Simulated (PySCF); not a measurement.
## Telling isomers of C$_{4}$H$_{8}$O apart by NMR

[PySCF 2.14.0 with density-fitted response routines: structure optimised with PBE0-D3(BJ)/def2-SVP; spin–spin couplings from B3LYP/pcJ-1 (spin–dipole term left out of most H,H and C,H couplings); shieldings: GIAO PBE0/pcSseg-1; non-relativistic Hamiltonian; equivalent nuclei averaged; a single conformation; in vacuum]

References, each an isolated molecule treated in the same way: 1H (σref 31.27) and 13C (σref 184.41) against TMS. Multiplet labels drop J under 1 Hz and among equivalent protons, and merge close values. Unscaled 3J(H,H) run several per cent high. Vicinal couplings that depend on rotamer populations or ring flexing (ring, CH–CH, X–H and H–F types) are those of the one conformer. Shifts are as computed. Against solution values, carbons near 30 ppm lie about +2 ppm off and those near 130 ppm about +5 ppm. Of 1211 compounds with measured shifts, 218 miss one by over three times the rms of a fit or turn the order of signals round; such compounds aren't used in these exercises. OH and NH positions are gas-phase values without hydrogen bonding to other molecules.

(1) Tabulate the signals of `C=CCOC`, `OC1CCC1` and their relative energies.

(2) What is the quickest way to tell C=CCOC from OC1CCC1?

## Answers

(1) 
```tsv
SMILES	carbon types	δC	δH	E rel. (kcal/mol)
C=CCOC	1×CH 2×CH2 1×CH3	146.2, 122.7, 77.8, 59.2	6.22 (ddt, 1H), 5.41 (dq, 1H), 5.30 (dq, 1H), 3.65 (dt, 2H), 3.27 (s, 3H)	12.3
OC1CCC1	1×CH 3×CH2	68.6, 34.2, 13.0	3.99 (ttd, 1H), 2.04 (m, 2H), 1.82 (m, 2H), 1.52 (dtq, 1H), 1.25 (qt, 1H), 0.53 (br s, 1H)	0.0
```

Energies are electronic energies at PBE0/pcSseg-1 on these geometries, without zero-point or thermal terms, each for the one conformer computed, which needn't be the lowest.

(2) Count the carbon signals: 4 against 3. The first has an alkene CH at 146.2 ppm, the second an sp3 CH bonded to O at 68.6 ppm. In the proton spectra the most deshielded non-exchanging signals are 6.22 (ddt, J = 18.5, 11.6, 7.3 Hz, 1H) and 3.99 (ttd, J = 8.8, 7.4, 1.3 Hz, 1H).
